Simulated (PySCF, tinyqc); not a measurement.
A ladder of methods, and size consistency: correlation methods against full CI in the sto-3g basis, for CH2, spin multiplicity 1. Computed by the program tinyqc with PySCF. 

Geometry (angstrom):
```
atom       x        y       z
C     0.0000   0.0000  0.0000
H     0.0000   0.9210  0.6390
H     0.0000  -0.8960  0.6210
```

RHF energy of one = -38.368095 hartree

All electrons correlated; +Q is the Davidson correction (1 - c0^2) E_corr. The last columns treat two copies 100 angstrom apart as one system. FCI is the lowest singlet.

Correlation energies (hartree):
```
method   E_corr of one  share of FCI (%)  E_corr of two at 100 angstrom  two minus twice one (mhartree)
MP2          -0.034892           58.4962                      -0.069785                          0.0000
CISD         -0.056758           95.1541                      -0.107484                          6.0321
CISD+Q       -0.060309          101.1074                      -0.117845                          2.7735
CCSD         -0.059112           99.1001                      -0.118224                          0.0000
CCSD(T)      -0.059369           99.5302                      -0.118737                          0.0000
FCI          -0.059649          100.0000                              -                               -
```

MP2 recovers 58 %, CISD 95.2 % and CCSD 99.1 % of the FCI value (c0^2 = 0.937 in CISD). MP2 and coupled cluster are size consistent, so their last column vanishes; CISD loses 6.03 mhartree, since a double excitation on each copy is a quadruple of the pair, and the Davidson correction leaves +2.77. The restricted reference is unstable here: a spin-polarised solution lies 0.0324 hartree lower (PySCF), so results built on it describe a poor reference.
